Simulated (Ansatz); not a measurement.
Structure relaxation of Mg₃Cl

Theory: DFT PBE, scalar-relativistic, plane waves, PAW in Ansatz.

The start puts Mg₃Cl on the Cu3Au (L1_2) structure type (Pm-3m, No. 221), with Cl in place of Au, Mg in place of Cu, at a guessed volume.

Input of the last, converged step (default PAW datasets):

```yaml
crystal:
  lattice:
    - [4.6397463969, 0.0, 0.0]
    - [0.0, 4.6397463969, 0.0]
    - [0.0, 0.0, 4.6397463969]
  atoms:
    - { symbol: Mg, position: [0.0, 0.5, 0.5] }
    - { symbol: Mg, position: [0.5, 0.0, 0.5] }
    - { symbol: Mg, position: [0.5, 0.5, 0.0] }
    - { symbol: Cl, position: [0.0, 0.0, 0.0] }
basis:
  ecutwfc: 420
kpoints:
  mp_grid: { grid: [10, 10, 10] }
hamiltonian:
  xc: pbe
scf:
  occupations: { method: gaussian, width: 0.1 }
output:
  forces: true
  stress: true
  eigenvalues: true
relax:
  adjacent_minimum: "off"
  f_tol: 0.01
  max_steps: 80
  cell: { stress_tol: 0.05 }
```

Launched as:

```bash
ansatz run input.yaml --threads 1 --pin off --max-ram 2560MiB --backend cpu --events-out ev --progress --plain --runs-dir out
```

The run took 26 s on 1 thread of Arm Neoverse V1, on a shared host, peak memory 0.39 GiB.

End of the output:

```
SCF converged after 5 iterations
Free energy (F): -6851.340354 eV
Harris-Foulkes:  -6851.340354 eV  (|F-HF|=5.46e-12)
Internal energy: -6851.331457 eV  (E = F + TS)
E sigma→0 (E₀):  -6851.335906 eV
Entropy (-TS):   -0.008897 eV (-2.224 meV/atom)
Fermi energy:    5.057303 eV
--- Per-component energies (eV) ---
  E_band       = -1121.958464
  E_kinetic    = 383.218890
  E_local      = -5243.578772  (includes V_loc(G=0)·N_el)
  E_nonlocal   = 318.014498
  E_hartree    = 1868.131207
  E_xc         = -190.668901
  E_vxc        = -229.739928  (∫ρ·V_xc dr)
  E_paw        = -1538.820610  (= ΣΔE_a)
  E_vpaw       = -86.135615  (= ΣTr[D̂ρ^β])
  E_aug_tail   = 0.000087  (compensation charges beyond the density's cutoff)
  E_ewald      = -2447.627856
  E_smearing   = -0.008897  (= −TS)
  E_closure    = 0.000000  (closes the sum)
  Σ components = -6851.340354   (vs F -6851.340354, Δ=0.00e0)
--- Forces (eV/Å), atoms counted from 1 ---
  atom   1  Mg     0.00000000     0.00000000     0.00000000
  atom   2  Mg     0.00000000     0.00000000     0.00000000
  atom   3  Mg     0.00000000     0.00000000     0.00000000
  atom   4  Cl     0.00000000     0.00000000     0.00000000
  max |Σ_I F_I| component: 2.23e-29 eV/Å
--- Stress (GPa, compression-positive) ---
        0.002503       0.000000       0.000000
        0.000000       0.002503       0.000000
        0.000000       0.000000       0.002503
  P = ⅓ Tr σ = 0.0025 GPa (0.025 kbar)
--- Relaxed structure (3 steps of the walk, 3 accepted, 1 SCFs on fresh bases) ---
  F+E_penalty+E_count = -6851.34035429 eV   max|allowed force component| = 5.908e-30 eV/Å   (the final SCF, on the basis selected at the relaxed cell)
  cell:  # Å, volume = 101.2312 Å³
    - [4.660561, 0.000000, 0.000000]
    - [0.000000, 4.660561, 0.000000]
    - [0.000000, 0.000000, 4.660561]
  atoms:
    - { symbol: Mg, position: [0.000000, 0.5, 0.5] }
    - { symbol: Mg, position: [0.5, 0.000000, 0.5] }
    - { symbol: Mg, position: [0.5, 0.5, 0.000000] }
    - { symbol: Cl, position: [0.000000, 0.000000, 0.000000] }
```

Absolute energies hang on the potentials; compare differences alone.

The result has space group Pm-3m (No. 221). Mg has 4 Cl at 3.30 Å and 8 Mg at 3.30 Å; Cl has 12 Mg at 3.30 Å.

Against the elements it lies at -0.12 eV/atom. Energies over the elements count from the elements' standard structures at the same level (Cl₂ as a molecule), with no empirical corrections.

For metals, differences of a few meV/atom aren't resolved.

A structure relaxed within its symmetry needn't be a true minimum.